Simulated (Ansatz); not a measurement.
bcc K

Method: PBEsol in Ansatz (PAW).

Run with plane-wave cutoff 500 eV, 20×20×20 k mesh, Fermi–Dirac smearing 0.1 eV, scalar-relativistic PAW data made under PBE.

Cell: relaxed at this level.

| Property | Value |
|---|---|
| volume per atom | 70.97 Å³/atom |
| equilibrium lattice constant a | 5.216 Å |

Measured, for comparison: equilibrium volume per atom 70.79 Å³/atom, lattice constant a 5.212 Å (low-temperature or extrapolated to 0 K; zero-point anharmonic expansion removed; as tabulated in Csonka et al. (2009), arXiv:0903.4037). Computed (rounded) less measured: equilibrium volume per atom +0.3 %, lattice constant a +0.1 %.

The computed numbers hold no vibrational or temperature effects.

Cost on a shared machine: about 40 core-seconds (a rough figure).

Ansatz is a quantum-chemistry and plane-wave program.
